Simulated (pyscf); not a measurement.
This saddle point was located with ωB97X-D3(BJ)/def2-SVP in PySCF.

```xyz
8

Se     2.0107    -0.4751    -0.4107
H      0.4126     0.4278     0.0617
H      2.6768    -0.0358     0.8208
Ge    -0.8621    -0.9082     1.3150
H      0.7812    -1.3165     0.5091
H     -0.4474     0.6051     0.4211
H     -0.9934    -0.2052     2.7046
H     -2.3551    -0.9670     0.8559
```
Charge 0, spin multiplicity 1.

Surface: singlet, charge 0. Lowest wavenumbers (cm⁻¹): 1461i, 59, 218, 323, 389.

Which two sides does it connect, and which bonds change?

H₂Se + GeH₄ ⇌ H₂Se + H₂ + GeH₂ [singlet], a multi-bond step read from left to right: H–Se, Ge–H, Ge–H broken and H–Se, H–H formed. At ωB97M-D3(BJ)/def2-TZVP it lies +63.1 kcal/mol from the left side and +20.0 kcal/mol from the right (each side as separated species at their lowest minima found). On the product side the descent ends in a bound adduct (not fully relaxed), 9.2 kcal/mol under the separated species and 25.6 kcal/mol under the saddle at ωB97X-D3(BJ)/def2-TZVP. The same reactants have a lower exit, to H₃Ge–SeH + H₂ (barrier +53.3 kcal/mol at ωB97M-D3(BJ)/def2-TZVP, against +63.1 kcal/mol here). This is the saddle that the search found; another between the same sides may lie lower. Elements up to Kr have no core potential and no relativistic terms here.
